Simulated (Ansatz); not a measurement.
The input, for Ansatz 0.2.0:

```yaml
crystal:
  periodic: [false, false, false]
  atoms:
    - {symbol: Ge, position_ang: [0.000000, 0.000000, 0.000000]}
    - {symbol: B, position_ang: [0.000000, 0.000000, 1.987464]}
basis:
  gaussian: {orbitals: "6-31G*"}
total_charge: 1
magnetization: {spin_polarized: false, initial_magnetization: 2}
hamiltonian: {xc: hf, pseudopotentials: {relativity: none}}
scf: {lower_state_search: off}
output: {orbitals: {seedname: orbitals}}
```

```sh
$ ansatz run in.yaml --threads 1 --pin off --events-out ev --progress --plain --max-ram 2393MiB
```

Output:

```
these checks for a lower state are left out or cut short: stability, starts, cluster_reference, orbital_swaps, neighbouring_geometries, increment
449 factors; integrals over basis functions are off by at most 7.9e-4 eV
mean field evaluation 1: about -57124.8292 eV, gradient 6.4e0 eV
mean field evaluation 2: about -57124.8408 eV, gradient 6.4e0 eV
mean field evaluation 4: about -57125.0484 eV, gradient 1.1e0 eV
mean field evaluation 8: about -57125.1112 eV, gradient 3.0e-1 eV
mean field evaluation 16: about -57125.1129 eV, gradient 2.3e-3 eV
mean field evaluation 32: about -57125.1129 eV, gradient 3.6e-6 eV
mean field -57125.11290511 eV, -2099.3091784705 hartree, gradient 3.5e-6 eV, S^2 2.000000; 0 other end points of the search recorded, 0 dependent functions left out
reference -57125.11290511 eV, -2099.3091784705 hartree; 19, 17 occupied and 31, 33 virtual orbitals, 449 factors
Total energy: -57125.11290511 eV, -2099.3091784705 hartree
Checks for a lower state left out: stability, starts, cluster_reference, orbital_swaps, neighbouring_geometries, increment
```

Ran on 1 thread of Arm Neoverse V2, shared host: 0.45 s wall, 0.21 GiB peak host memory.
